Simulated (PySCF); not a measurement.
phosphanylidenephosphane, H2P2, SMILES [H]/P=P\[H], point group C2v.

Level: revPBE/def2-TZVP in PySCF (density fitting, grid level 2); geometry and Hessian at that level, cubic constants and property derivatives from steps of ±0.4 along each species' dimensionless normal coordinates, second-order vibrational perturbation theory. The parent has the commonest isotopes.

Equilibrium geometry (Å):

```json
{"atom": "P1", "x": "1.0261", "y": "-0.7212", "z": "-0.0048"}
{"atom": "P2", "x": "-1.0285", "y": "-0.6876", "z": "-0.0489"}
{"atom": "H3", "x": "1.2836", "y": "0.6933", "z": "0.0083"}
{"atom": "H4", "x": "-1.2403", "y": "0.7346", "z": "-0.0460"}
```

Question: Give the equilibrium and ground-state rotational constants (MHz) of parent; ²H at 3.

Answer: 
```
species      Ae      Be      Ce      A0      B0      C0  Δ0 (u Å²)  harmonic ZPE (cm⁻¹)
 parent  128640  7363.4  6964.7  127860  7335.6  6928.6      0.094                 3677
²H at 3   87850  7193.2  6648.8   87444  7166.1  6613.3      0.116                 3208
```

Δ0 = Ic − Ia − Ib from the ground-state constants.

Question: How is the parent's vibrational correction B0 − Be made up?

Answer: 
```tsv
axis	harmonic	Coriolis	cubic	total (MHz)
a	860	-304	-1340	-787
b	15.4	-0.025	-43.2	-27.8
c	7.87	-1.43	-42.6	-36.1
```

Question: And its quartic centrifugal distortion constants from the harmonic force field?

Answer: Asymmetric top, A reduction, Ir representation: ΔJ = 4.56 kHz, ΔJK = 92.8 kHz, ΔK = 2020 kHz, δJ = 0.241 kHz, δK = 51.5 kHz.
